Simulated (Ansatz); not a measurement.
# GeH$_{2}$, triplet in cc-pVDZ: errors against full CI

Geometry: a point of a bend scan, not a stationary point.

```csv
atom,x (Å),y (Å),z (Å)
Ge,0.0000,0.0000,0.0000
H,0.0000,0.0000,-1.5405
H,0.0000,0.0000,1.5405
```

Basis cc-pVDZ; Ansatz 0.2.0. Correlated methods freeze the noble-gas cores and the filled d shells of p-block atoms, which leaves 6 electrons in 23 orbitals. R marks a restricted (for open shells ROHF) determinant, U an unrestricted one. Active spaces: pair = (4e, 4o) about the gap; valence = (6e, 6o) chosen from the atoms' valence shells. No spin–orbit coupling is included, and no scalar relativity.

Full CI is exact within this basis and frozen core; it isn't the basis-set limit. The frozen core follows each run's orbitals, which can shift R against U totals by a few meV for light atoms and by up to 0.1 eV past Ca.

For open shells CISD is restricted-active-space CI with the open shells as a complete middle space.

```
UHF ⟨S²⟩                          : 2.075
T1 diagnostic (RCCSD)             : 0.0329
largest doubles amplitude (RCCSD) : 0.103
```

```
                            level  E − E(full CI) (kcal/mol)  share of correlation (%)  wall time
                              RHF                      68.43                      0.00          –
                             RMP2                      16.67                     75.64          –
                             CISD                       3.83                     94.40     0.99 s
                            RCCSD                       1.91                     97.21          –
                         RCCSD(T)                       0.47                     99.31     0.84 s
                          BCCD(T)                       0.44                     99.35     0.99 s
                           RCCSDT                       0.05                     99.93          –
                        RCCSDT(Q)                       0.00                    100.00        3 s
           CASSCF (valence space)                      38.36                     43.94          –
           NEVPT2 (valence space)                      10.24                     85.04     0.87 s
           MRCISD (valence space)                       1.36                     98.02          –
         MRCISD+Q (valence space)                      -0.06                    100.09      1.2 s
MRCISD+Q(relaxed) (valence space)                      -0.41                    100.59      1.3 s
```

The correlation energy at full CI, counted from RHF, is -2.967 eV. That run took 2.6 s on 1 thread of Intel Xeon Platinum 8488C, shared host over 389,848 determinants.

Run but not shown, since their state or frozen core can't be matched to the reference's or they repeat it: UHF, UMP2, UCCSD, UCCSD(T), UCCSDT, UCCSDT(Q), CASSCF (pair space), NEVPT2 (pair space), MRCISD (pair space), MRCISD+Q (pair space).

Times hold each run's SCF and search for its determinant on a shared host, so for small cases they say little of a method's own cost; they ran on 1 thread of Intel Xeon Platinum 8488C.

Not variational, and here over 5 meV under the exact energy: MRCISD+Q(relaxed) (valence space).

The full-CI state has the irrep B1g of D2h, in the program's axes (one component, if the state is degenerate).

Natural occupations of full CI about the gap: 1.940 1.929 0.989 0.989 0.076 0.016 0.010 0.010 0.007 0.007; effectively unpaired electrons, Σ n²(2−n)², 2.06.
